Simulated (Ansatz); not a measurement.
# CHCl2F: basis-set convergence

An exercise on one series of results from a longer session: the logs are not shown, and one member is left open.

The runs use Ansatz 0.2.0, Gaussian basis; one geometry, several basis sets.

Levels to be run: PBE0-D4/def2-SVP; ωB97M-V/def2-SVP; PBE0-D4/def2-QZVPP; ωB97M-V/def2-QZVPP; the functionals' def2-TZVPP values are taken from earlier runs.

**Structure used throughout**

An earlier PBE0-D4 in a triple-zeta def2 set relaxation fixed the geometry.

SMILES `FC(Cl)Cl`, 5 atoms, charge 0, spin multiplicity 1.

Atoms are counted from 1 here; the program's logs count them from 0.

Bond lengths: F1–C2 1.340 Å, C2–Cl3 1.759 Å, C2–Cl4 1.759 Å, C2–H5 1.088 Å. Angles: F1–C2–Cl3 109.4°, F1–C2–Cl4 109.4°, F1–C2–H5 109.7°, Cl3–C2–Cl4 111.6°, Cl3–C2–H5 108.4°, Cl4–C2–H5 108.4°.

The first run:

The input, in.yaml:

```yaml
crystal:
  periodic: [false, false, false]
  atoms:
    - {symbol: F, position_ang: [-0.590574, 0.132538, 1.230410]}
    - {symbol: C, position_ang: [0.006411, 0.099407, 0.030713]}
    - {symbol: Cl, position_ang: [1.459926, -0.886797, 0.126934]}
    - {symbol: Cl, position_ang: [-1.120418, -0.525216, -1.167063]}
    - {symbol: H, position_ang: [0.294555, 1.106369, -0.262495]}
basis:
  gaussian: {orbitals: def2-SVP}
hamiltonian: {xc: pbe0, dispersion: d4}
output: {orbitals: {seedname: orbitals}}
```

Among the steps run: PBE0-D4 in def2-SVP; ωB97M-V in def2-SVP; PBE0-D4 in def2-QZVPP; ωB97M-V in def2-QZVPP.

One of the session's tables, all rows but one given; the rest of the session is left out.

It belongs to the step «Density functionals: the series». 

| functional | basis | HOMO (eV) | LUMO (eV) |
| --- | --- | --- | --- |
| PBE0-D4 | def2-SVP | -8.96 | 0.39 |
| PBE0-D4 | def2-TZVPP | -9.13 | -0.28 |
| PBE0-D4 | def2-QZVPP | -9.18 | -0.52 |
| ωB97M-V | def2-SVP | -11.18 | 2.72 |
| ωB97M-V | def2-TZVPP | ? | ? |
| ωB97M-V | def2-QZVPP | -11.46 | 1.45 |

Q: Estimate the row for ωB97M-V, def2-TZVPP from the others.

**Answer.** HOMO (eV): -11.40; LUMO (eV): 1.94. In the column «HOMO (eV)» it lies between ωB97M-V, def2-QZVPP (-11.46) and ωB97M-V, def2-SVP (-11.18).
